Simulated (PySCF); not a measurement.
Molecule: SMILES N, H₃N.

Mapped SMILES: `[NH3:1]`. Hydrogens are named by the atom that carries them.

Geometry PBE0-D3(BJ)/def2-SVP throughout; GIAO in PySCF, gas phase, one conformer, non-relativistic; equivalent atoms averaged; functional PBE0.

Q: How do the absolute shieldings σ depend on the basis set? (ppm; last column core-seconds on shared hosts with different chips, so compare them loosely)

A: 
```csv
basis set,functions,N1,H(N1),core-s
STO-3G,8,294.7,32.81,0.3
6-31G,15,260.7,33.18,0.7
pcSseg-0,15,265.9,33.27,0.53
6-31G*,20,259.4,32.67,0.8
def2-SVP,29,269.8,31.91,0.8
cc-pVDZ,29,273.1,31.97,0.67
pcSseg-1,32,265.7,31.63,0.8
"6-311+G(2d,p)",45,261.9,32.01,0.9
def2-TZVP,49,265.9,32.07,1
aug-cc-pVDZ,50,269.8,31.77,0.82
IGLO-III,65,260.5,31.79,0.92
cc-pVTZ,72,266.7,31.79,1.1
pcSseg-2,78,261.7,31.51,0.8
pcSseg-3,171,260.0,31.42,3.3
```

Q: Which nucleus moves most, in ppm?

A: N1 (nitrogen bonded to 3 H): from 259.4 ppm with 6-31G* to 294.7 ppm with STO-3G. The smallest spread is 1.85 ppm, at H(N1).

Q: Taking the largest basis, pcSseg-3 (171 functions), as the yardstick, rank the others by their worst heavy-atom deviation.

A: IGLO-III 0.5 ppm (65 functions), 6-31G* 0.6 ppm (20 functions), 6-31G 0.7 ppm (15 functions), pcSseg-2 1.7 ppm (78 functions), 6-311+G(2d,p) 1.9 ppm (45 functions), pcSseg-1 5.7 ppm (32 functions), pcSseg-0 6.0 ppm (15 functions), def2-TZVP 6.0 ppm (49 functions), cc-pVTZ 6.7 ppm (72 functions), aug-cc-pVDZ 9.8 ppm (50 functions), def2-SVP 9.9 ppm (29 functions), cc-pVDZ 13.1 ppm (29 functions), STO-3G 34.7 ppm (8 functions).

A small basis that lands close on one nucleus may do so by chance; judge by the trend and by all nuclei.
